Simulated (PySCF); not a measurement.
Compound: chloromethylene, CHCl (singlet state).
Bonds: C1–Cl2. Hydrogens: H3 on C1.

The same species was optimised twice, with GFN2-xTB and with PBE0-D3(BJ)/def2-SVP (PySCF), and the same property calculations (PySCF, gas phase) were run on both structures.

```json
{"coordinate": "C1–Cl2 (Å)", "GFN2-xTB": "1.639", "PBE0-D3(BJ)/def2-SVP": "1.693", "change": "+0.054"}
{"coordinate": "C1–H3 (Å)", "GFN2-xTB": "1.111", "PBE0-D3(BJ)/def2-SVP": "1.121", "change": "+0.010"}
{"coordinate": "Cl2–C1–H3 (°)", "GFN2-xTB": "108.4", "PBE0-D3(BJ)/def2-SVP": "101.8", "change": "-6.6"}
```

Rotational constants: A = 510290, B = 19044, C = 18359 MHz (GFN2-xTB) against A = 463805, B = 18109, C = 17428 MHz (PBE0-D3(BJ)/def2-SVP). Point groups within 0.08 Å: Cs and Cs.

On the GFN2-xTB structure: lowest singlet, TDDFT (eV) 1.41 [PBE0/def2-SVPD]; lowest triplet, Tamm–Dancoff (eV) 0.04 [PBE0/def2-SVPD]; isotropic polarisability (au) 27.6 [PBE0/def2-SVPD]; HOMO (eV) -6.71 [PBE0/def2-SVPD]; LUMO (eV) -3.22 [PBE0/def2-SVPD]; dipole (D) 1.69 [PBE0/def2-SVPD].

Task: What do these properties become on the PBE0-D3(BJ)/def2-SVP structure?

Result: 
```json
{"property": "lowest singlet, TDDFT (eV)", "level": "PBE0/def2-SVPD", "on GFN2-xTB": "1.41", "on PBE0-D3(BJ)/def2-SVP": "1.67", "change": "+0.26"}
{"property": "lowest triplet, Tamm–Dancoff (eV)", "level": "PBE0/def2-SVPD", "on GFN2-xTB": "0.04", "on PBE0-D3(BJ)/def2-SVP": "0.25", "change": "+0.21"}
{"property": "isotropic polarisability (au)", "level": "PBE0/def2-SVPD", "on GFN2-xTB": "27.6", "on PBE0-D3(BJ)/def2-SVP": "28.0", "change": "+0.4"}
{"property": "HOMO (eV)", "level": "PBE0/def2-SVPD", "on GFN2-xTB": "-6.71", "on PBE0-D3(BJ)/def2-SVP": "-7.11", "change": "-0.40"}
{"property": "LUMO (eV)", "level": "PBE0/def2-SVPD", "on GFN2-xTB": "-3.22", "on PBE0-D3(BJ)/def2-SVP": "-3.39", "change": "-0.17"}
{"property": "dipole (D)", "level": "PBE0/def2-SVPD", "on GFN2-xTB": "1.69", "on PBE0-D3(BJ)/def2-SVP": "1.59", "change": "-0.10"}
{"property": "energy, GFN2-xTB geometry as zero (kcal/mol)", "level": "PBE0/def2-SVPD", "on GFN2-xTB": "0.0", "on PBE0-D3(BJ)/def2-SVP": "-1.3", "change": "-1.3"}
```

The heavy atoms differ by 0.027 Å rms after alignment. Among all bonds C1–Cl2 changes most (+0.054 Å). Changes are differences of the printed values. Neither structure is proved a minimum here.
